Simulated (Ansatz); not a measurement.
**AlPNH (singlet): wave-function methods side by side, cc-pVDZ**

An exercise on one series of results from a longer session: the logs are not shown, and one member is left open.

Method: cc-pVDZ, core rule «outside noble gas», up to 11 orbitals frozen; program: Ansatz 0.2.0, Gaussian basis.

Plan: UHF; CCSD(T) on RHF; BCCD(T) on RHF; CISD; CCSDT(Q) on RHF; CCSDT(Q) on UHF.

32 further runs of the same task are left out: 6 for a known fault of the program, 15 that didn't finish, 11 set aside as unsound or not needed.

## The system

The geometry is a PBE0/def2-TZVP stationary point (not a proven minimum) of the parent state, kept for this charge and spin.

4 atoms, charge 0, spin multiplicity 1.

Atoms are counted from 1 here; the program's logs count them from 0.

Bond lengths: Al1–N2 1.771 Å, Al1–H4 1.594 Å, N2–P3 1.530 Å. Angles: N2–Al1–H4 118.3°, Al1–N2–P3 172.0°.

Coordinates:

```xyz
4

Al    0.00000   -0.11270    1.72212
N     0.00000    0.07518   -0.03862
P     0.00000    0.02505   -1.56805
H     0.00000    1.20253    2.62306
```

The first run:

Contents of in.yaml:

```yaml
crystal:
  periodic: [false, false, false]
  atoms:
    - {symbol: Al, position_ang: [0.000000, -0.112704, 1.722124]}
    - {symbol: N, position_ang: [0.000000, 0.075179, -0.038622]}
    - {symbol: P, position_ang: [0.000000, 0.025048, -1.568052]}
    - {symbol: H, position_ang: [0.000000, 1.202529, 2.623060]}
basis:
  gaussian: {orbitals: cc-pVDZ}
magnetization: {spin_polarized: true, initial_magnetization: 0}
hamiltonian: {xc: hf}
output: {orbitals: {seedname: orbitals}}
```

Command:

```bash
> ansatz run in.yaml --threads 1 --pin off --events-out ev --progress --plain --max-ram 2393MiB
```

Steps of the session up to this table: UHF; CCSD(T) on RHF; BCCD(T) on RHF; CISD; CCSDT(Q) on RHF; CCSDT(Q) on UHF.

One of the session's tables, all rows but one given; the rest of the session is left out.

It belongs to the step «Misses and costs». 

| method | from RCCSDT(Q) (meV) |
| --- | --- |
| RHF | +11070.3 |
| RMP2 | +1292.7 |
| CISD | ? |
| RCCSD | +798.8 |
| RCCSD(T) | +130.2 |
| BCCD(T) | +130.4 |
| RCCSDT | +104.5 |
| RCCSDT(Q) | 0 |

**Question.** Estimate the row for CISD.

As computed: from RCCSDT(Q) (meV): +2176.7. In the column «from RCCSDT(Q) (meV)» it lies between RMP2 (+1292.7) and RHF (+11070.3).

Not comparable, so not listed: CCSDT(Q) on UHF (they don't share determinant, frozen orbitals or solution with the rows shown, or repeat one).

The program flags RCCSD(T), BCCD(T), RCCSDT(Q) as in doubt (see the logs), so the zero of the table is itself unsure.

To keep in mind: The report flags that the cluster equations may have other roots. The program flags RCCSD(T), BCCD(T), RCCSDT(Q) as in doubt, so the zero of the table is itself unsure.
